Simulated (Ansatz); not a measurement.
**CCl4: vertical ionisation energy**

The task here is to estimate one member of a computed series from the others.

Program: Ansatz 0.2.0, Gaussian basis. Level of theory: unrestricted cation, the program's frozen cores in correlated methods. These are calculated values, not measurements.

The runs, in order: UKS PBE-D4/def2-TZVPP; UKS r2SCAN-D4/def2-TZVPP; UKS PBE0-D4/def2-TZVPP; UKS B3LYP-D4/def2-TZVPP; UKS wB97X-V/def2-TZVPP; UKS wB97M-V/def2-TZVPP; UKS B2PLYP/def2-TZVPP; UHF-CCSD(T)/def2-TZVPP; UHF-MP2/def2-QZVPP; extrapolation to the limit; then −ε(HOMO) from the neutral's earlier runs with LDA (SPW92), PBE-D4, revPBE-D4, BLYP-D4, r2SCAN-D4, B97M-V, PBE0-D4, B3LYP-D4, r2SCANh-D4, r2SCAN0-D4, HSE06-D4, BHLYP-D4, CAM-B3LYP-D4, LC-ωPBE, ωB97X-V, ωB97M-V.

## Structure used throughout

An earlier PBE0-D4 in a triple-zeta def2 set relaxation fixed the geometry.

5 atoms, charge 0, spin multiplicity 1.

Atoms are counted from 1 here; the program's logs count them from 0.

Bond lengths: C1–Cl2 1.763 Å, C1–Cl3 1.763 Å, C1–Cl4 1.763 Å, C1–Cl5 1.763 Å. Angles: Cl2–C1–Cl3 109.5°, Cl2–C1–Cl4 109.5°, Cl2–C1–Cl5 109.5°, Cl3–C1–Cl4 109.5°, Cl3–C1–Cl5 109.5°, Cl4–C1–Cl5 109.5°.

The first run:

Contents of in.yaml:

```yaml
crystal:
  periodic: [false, false, false]
  atoms:
    - {symbol: C, position_ang: [0.000000, 0.000000, -0.000000]}
    - {symbol: Cl, position_ang: [1.017783, 1.017783, 1.017783]}
    - {symbol: Cl, position_ang: [-1.017783, -1.017783, 1.017783]}
    - {symbol: Cl, position_ang: [-1.017783, 1.017783, -1.017783]}
    - {symbol: Cl, position_ang: [1.017783, -1.017783, -1.017783]}
basis:
  gaussian: {orbitals: def2-TZVPP}
total_charge: 1
magnetization: {spin_polarized: true, initial_magnetization: 1}
hamiltonian: {xc: pbe, dispersion: d4}
```

Run with:

```console
> ansatz run in.yaml --threads 2 --pin off --events-out ev --progress --plain --max-ram 32768MiB --backend cpu
```

Among the steps run: Cation, UKS PBE-D4/def2-TZVPP; Cation, UKS r2SCAN-D4/def2-TZVPP; Cation, UKS PBE0-D4/def2-TZVPP; Cation, UKS B3LYP-D4/def2-TZVPP; Cation, UKS wB97X-V/def2-TZVPP; Cation, UKS wB97M-V/def2-TZVPP; Cation, UKS B2PLYP (frozen core)/def2-TZVPP; Cation, UHF-CCSD(T)/def2-TZVPP; Cation, UHF-MP2/def2-QZVPP.

One of the session's tables, all rows but one given; the rest of the session is left out.

For comparison, −ε(HOMO) of the neutral from earlier runs:

```
  functional  −ε(HOMO) (eV)
 LDA (SPW92)           7.74
      PBE-D4           7.59
   revPBE-D4           7.54
     BLYP-D4           7.42
   r2SCAN-D4           7.98
      B97M-V           8.08
     PBE0-D4           9.06
    B3LYP-D4           8.76
  r2SCANh-D4              ?
  r2SCAN0-D4           9.30
    HSE06-D4           8.65
    BHLYP-D4          10.37
CAM-B3LYP-D4          10.44
     LC-ωPBE          11.92
     ωB97X-V          11.51
     ωB97M-V          11.32
```

Estimate the missing values for r2SCANh-D4.

Worked estimate for «−ε(HOMO) (eV)». Against the share of exact exchange, r2SCAN-D4 (0, 7.98), r2SCAN0-D4 (0.25, 9.30) give a slope of 5.28 per unit share; at 0.1 the line stands at 8.51.

As computed: −ε(HOMO) (eV): 8.51. In «−ε(HOMO) (eV)» the line misses by 0.00.

To keep in mind: The cation may have settled in a state other than its lowest; no search over hole states beyond the program's own was made. In point group Td the highest level is often degenerate; the cation then breaks the symmetry, and the runs may pick different components.
